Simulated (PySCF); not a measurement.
# Where does hydrogen chloride take a proton?

Molecule: hydrogen chloride, `Cl` (HCl). Atom numbers as in the mapped SMILES `[ClH:1]`.

Level of theory: ωB97X-D3(BJ)/def2-TZVP single points in PySCF, grid level 2; every species was optimised with PBE0-D3(BJ)/def2-SVP. ωB97X-D3(BJ) is ωB97X-V with D3(BJ) in place of VV10. Thermal corrections: PBE0-D3(BJ)/def2-SVP frequencies, unscaled, ideal gas at 298.15 K and 1 bar, quasi-RRHO entropy.

```
          site  product  PA / kJ/mol  GB / kJ/mol
Cl1 (chlorine)  [H2Cl]+          568          542
```

PA is −ΔH and GB is −ΔG of B + H⁺ → BH⁺ in the gas phase.

Against the Active Thermochemical Tables (version 1.112): Cl1 559 (computed 568, error 9) kJ/mol.

Measured values (NIST Chemistry WebBook, evaluated or the median of agreeing entries): proton affinity (−ΔH) 557 kJ/mol (computed 568, difference 11); gas-phase basicity (−ΔG) 530 kJ/mol (computed 542, difference 11).

Structures, frequencies and single points took 4.8 s of wall time on 1 thread of Arm Neoverse V1 (shared host), launched as `OMP_NUM_THREADS=1 python redox_run.py task.json out`.

Differences come from unrounded values, so a last digit can differ from that of the printed terms.
